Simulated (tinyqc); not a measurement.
Worked calculation: UKS/exchange-only LDA in the sto-6g basis, for OH+, spin multiplicity 3. One step of it, computed by the program tinyqc.

Question. Iteration 2: building the Kohn-Sham matrix. J_ij = sum D_kl (ij|kl) with D = D(alpha) + D(beta); F = H + J + V_xc; E = tr D H + tr D J / 2 + E_xc + E_nn.

D(alpha) after iteration 1, lower triangle:
```
,1O 1s,1O 2s,1O 2px,1O 2py,1O 2pz,2H 1s
1O 1s,1.096237
1O 2s,-0.250327,1.090279
1O 2px,0.000000,0.000000,0.918320
1O 2py,0.000000,0.000000,0.000000,0.918320
1O 2pz,0.011983,-0.077066,0.000000,0.000000,0.777507
2H 1s,-0.005583,0.004546,0.000000,0.000000,0.153466,0.197656
```

D(beta) after iteration 1, lower triangle:
```
,1O 1s,1O 2s,1O 2px,1O 2py,1O 2pz,2H 1s
1O 1s,0.953042
1O 2s,-0.216179,0.942880
1O 2px,0.000000,0.000000,0.130992
1O 2py,0.000000,0.000000,0.000000,0.130992
1O 2pz,0.013627,-0.084099,0.000000,0.000000,0.678112
2H 1s,-0.006858,0.005376,0.000000,0.000000,0.160973,0.140335
```

core Hamiltonian H = T + V (hartree), lower triangle:
```
,1O 1s,1O 2s,1O 2px,1O 2py,1O 2pz,2H 1s
1O 1s,-32.451450
1O 2s,-7.167578,-8.673205
1O 2px,0.000000,0.000000,-6.947674
1O 2py,0.000000,0.000000,0.000000,-6.947674
1O 2pz,-0.014549,-0.165030,0.000000,0.000000,-7.056985
2H 1s,-1.509151,-3.178822,0.000000,0.000000,-2.278605,-4.513839
```

Two-electron integrals (ij|kl) in chemists' order, unique and non-zero (hartree):
```
i,j,k,l,(ij|kl)
1,1,1,1,4.787491
2,1,1,1,0.675884
2,1,2,1,0.121505
2,2,1,1,1.117379
2,2,2,1,0.249212
2,2,2,2,0.817383
3,1,3,1,0.025762
3,2,3,1,0.039145
3,2,3,2,0.180664
3,3,1,1,1.117381
3,3,2,1,0.249212
3,3,2,2,0.817382
3,3,3,3,0.880663
4,1,4,1,0.025762
4,2,4,1,0.039145
4,2,4,2,0.180664
4,3,4,3,0.047461
4,4,1,1,1.117381
4,4,2,1,0.249212
4,4,2,2,0.817382
4,4,3,3,0.785741
4,4,4,4,0.880663
5,1,5,1,0.025762
5,2,5,1,0.039145
5,2,5,2,0.180664
5,3,5,3,0.047461
5,4,5,4,0.047461
5,5,1,1,1.117381
5,5,2,1,0.249212
5,5,2,2,0.817382
5,5,3,3,0.785741
5,5,4,4,0.785741
5,5,5,5,0.880663
6,1,1,1,0.150686
6,1,2,1,0.025963
6,1,2,2,0.052080
6,1,3,3,0.051967
6,1,4,4,0.051967
6,1,5,1,0.001269
6,1,5,2,0.002479
6,1,5,5,0.052304
6,1,6,1,0.005655
6,2,1,1,0.363874
6,2,2,1,0.082279
6,2,2,2,0.298494
6,2,3,3,0.293553
6,2,4,4,0.293553
6,2,5,1,0.006582
6,2,5,2,0.048439
6,2,5,5,0.308376
6,2,6,1,0.017672
6,2,6,2,0.135223
6,3,3,1,0.009172
6,3,3,2,0.051529
6,3,5,3,0.010007
6,3,6,3,0.019197
6,4,4,1,0.009172
6,4,4,2,0.051529
6,4,5,4,0.010007
6,4,6,4,0.019197
6,5,1,1,0.261556
6,5,2,1,0.059987
6,5,2,2,0.232121
6,5,3,3,0.221644
6,5,4,4,0.221644
6,5,5,1,0.013386
6,5,5,2,0.087166
6,5,5,5,0.253075
6,5,6,1,0.013478
6,5,6,2,0.127864
6,5,6,5,0.138823
6,6,1,1,0.504783
6,6,2,1,0.116265
6,6,2,2,0.482126
6,6,3,3,0.462837
6,6,4,4,0.462837
6,6,5,1,0.012154
6,6,5,2,0.121957
6,6,5,5,0.520702
6,6,6,1,0.025236
6,6,6,2,0.275768
6,6,6,5,0.297784
6,6,6,6,0.774999
```

nuclear repulsion = 4.16265259 hartree

V_xc(alpha) (hartree), lower triangle:
```
,1O 1s,1O 2s,1O 2px,1O 2py,1O 2pz,2H 1s
1O 1s,-2.866288
1O 2s,-0.364432,-0.751922
1O 2px,0.000000,0.000000,-0.751495
1O 2py,0.000000,0.000000,0.000000,-0.751495
1O 2pz,0.000492,-0.004325,0.000000,0.000000,-0.752893
2H 1s,-0.083474,-0.257479,0.000000,0.000000,-0.197692,-0.384182
```

V_xc(beta) (hartree), lower triangle:
```
,1O 1s,1O 2s,1O 2px,1O 2py,1O 2pz,2H 1s
1O 1s,-2.706848
1O 2s,-0.325736,-0.605968
1O 2px,0.000000,0.000000,-0.580821
1O 2py,0.000000,0.000000,0.000000,-0.580821
1O 2pz,0.000865,-0.002158,0.000000,0.000000,-0.656370
2H 1s,-0.075574,-0.215471,0.000000,0.000000,-0.175444,-0.345950
```

E_xc = sum of w rho eps_xc = -7.19690632 hartree

Give: Coulomb J; F(alpha); F(beta); total energy of this density.

Answer.

Coulomb J (hartree), lower triangle:
```
,1O 1s,1O 2s,1O 2px,1O 2py,1O 2pz,2H 1s
1O 1s,15.7621
1O 2s,2.7422,6.9379
1O 2px,0.0000,0.0000,6.9118
1O 2py,0.0000,0.0000,0.0000,6.9118
1O 2pz,0.0013,0.0407,0.0000,0.0000,6.9900
2H 1s,0.5921,2.5013,0.0000,0.0000,1.9482,4.0508
```

F(alpha) (hartree), lower triangle:
```
,1O 1s,1O 2s,1O 2px,1O 2py,1O 2pz,2H 1s
1O 1s,-19.5556
1O 2s,-4.7898,-2.4872
1O 2px,0.0000,0.0000,-0.7873
1O 2py,0.0000,0.0000,0.0000,-0.7873
1O 2pz,-0.0127,-0.1286,0.0000,0.0000,-0.8199
2H 1s,-1.0005,-0.9350,0.0000,0.0000,-0.5281,-0.8472
```

F(beta) (hartree), lower triangle:
```
,1O 1s,1O 2s,1O 2px,1O 2py,1O 2pz,2H 1s
1O 1s,-19.3962
1O 2s,-4.7511,-2.3413
1O 2px,0.0000,0.0000,-0.6167
1O 2py,0.0000,0.0000,0.0000,-0.6167
1O 2pz,-0.0124,-0.1265,0.0000,0.0000,-0.7233
2H 1s,-0.9926,-0.8930,0.0000,0.0000,-0.5058,-0.8090
```

total energy of this density = -72.695030 hartree

This density is a damped mixture and is not idempotent, and it still holds part of the atomic start, so its energy may lie below the converged one.
